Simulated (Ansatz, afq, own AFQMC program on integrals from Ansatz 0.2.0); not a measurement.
Two steps: Ansatz 0.2.0 writes the Fock matrix and Cholesky factors of the valence space, and afq projects on them the lowest state that overlaps trial and start.

```yaml
crystal:
  periodic: [false, false, false]
  atoms:
    - {symbol: Ge, position_ang: [0.010183, 0.066277, 0.514137]}
    - {symbol: N, position_ang: [-0.111906, -0.277837, -2.538101]}
    - {symbol: H, position_ang: [0.292120, -1.296426, 1.214183]}
    - {symbol: H, position_ang: [0.529120, 0.380942, -2.996483]}
basis:
  gaussian: {orbitals: cc-pVDZ}
magnetization: {spin_polarized: true, initial_magnetization: 3}
correlation: {method: ccsd_t, electrons: outside_noble_gas, hamiltonian_folder: ham}
```

```sh
$ ansatz run in.yaml --threads 1 --pin off --events-out ev --progress --plain --max-ram 1382MiB
```

afq runs on the folder ham with

```
--method phaseless --trial cisd --walkers 60 --populations 1 --least-time 40 --time-step 0.005 --steps-per-block 50 --equilibration-blocks 40 --max-blocks 300 --target-error 0.0008 --factor-cut 1e-05 --start spin_pure --seed 9145 --release-times 0.24,0.51,0.99,1.62,2.4 --release-step 0.03 --release-every 4 --taylor-order 6
```

Times are imaginary, in 1/Eh. The walk had a cap of 1161 s. Filled inner d shells are frozen with the cores.

```
orbitals 36  electrons 7 4  factors 261 of 551
reference energy -2130.83194707 Eh
CCSD correlation -0.20695596 Eh in 20 cycles, weight of the determinant in the CISD state 0.8925
energy of the start -2131.037849 Eh
 block  time / (1/Eh)  mean weight  energy / Eh
     1     0.250  1.0008  -2131.035635
     2     0.500  0.9992  -2131.036638
     3     0.750  1.0001  -2131.038348
     4     1.000  1.0006  -2131.039089
     5     1.250  1.0003  -2131.040326
     7     1.750  0.9995  -2131.043440
     9     2.250  1.0007  -2131.046590
    11     2.750  0.9979  -2131.043305
    21     5.250  0.9986  -2131.042729
    31     7.750  0.9990  -2131.041443
    41    10.250  0.9982  -2131.040591
    51    12.750  0.9994  -2131.046880
    56    14.000  1.0017  -2131.038779
    61    15.250  1.0023  -2131.041519
    71    17.750  1.0024  -2131.039666
    81    20.250  0.9988  -2131.040743
    91    22.750  0.9994  -2131.041222
   101    25.250  0.9994  -2131.044206
   111    27.750  0.9992  -2131.047538
   121    30.250  1.0002  -2131.044587
   131    32.750  1.0023  -2131.043401
   141    35.250  0.9996  -2131.041001
   151    37.750  1.0009  -2131.044393
   161    40.250  1.0006  -2131.042529
   171    42.750  0.9995  -2131.044522
   181    45.250  1.0002  -2131.039560
   191    47.750  1.0001  -2131.041709
   196    49.000  1.0003  -2131.039997
blocks merged  error / Eh  count
     1  0.000190  160
     2  0.000216  80
     4  0.000217  40
     8  0.000245  20
    16  0.000288  10
released: time / (1/Eh)  energy / Eh  error  mean overlap
  0.24  -2131.043243  0.000275  0.9930
  0.51  -2131.043036  0.000417  0.9911
  0.99  -2131.043216  0.000410  0.9894
  1.62  -2131.043133  0.000484  0.9992
  2.40  -2131.043172  0.000592  0.9998
energy -2131.043115 +/- 0.000245 Eh
(rows thinned)
```

Task: Estimate how long the walk took on 1 thread of Arm Neoverse V1, with other jobs on the host.

Result: 4.7 min of wall time.

The run passed its tests (sampling time, drift between the halves within three errors, error under three times the target), which doesn't prove that it has relaxed. The second half of the sampling lies above the first by 1.6 errors of their difference, so the energy may still be moving and its error bar be too small.

Against this walk (error 6.7 meV) on the same determinant: CCSD(T) 25.2 meV higher, CCSDT(Q) 2.5 meV lower (within the noise). The error is statistical and leaves out the bias of the constraint. Released to 1.62 1/Eh the energy moves by 0 ± 15 meV (both errors), within twice the noise.

Cautions: constraint bias not in the error; no relativity below Rb; no spin-orbit coupling; inner d shell frozen; lower spins were not checked.

CCSDT and higher add their correlation energy to the determinant of the CCSD(T) run, since their own runs factorise the integrals more tightly (a shift of under 2 meV).
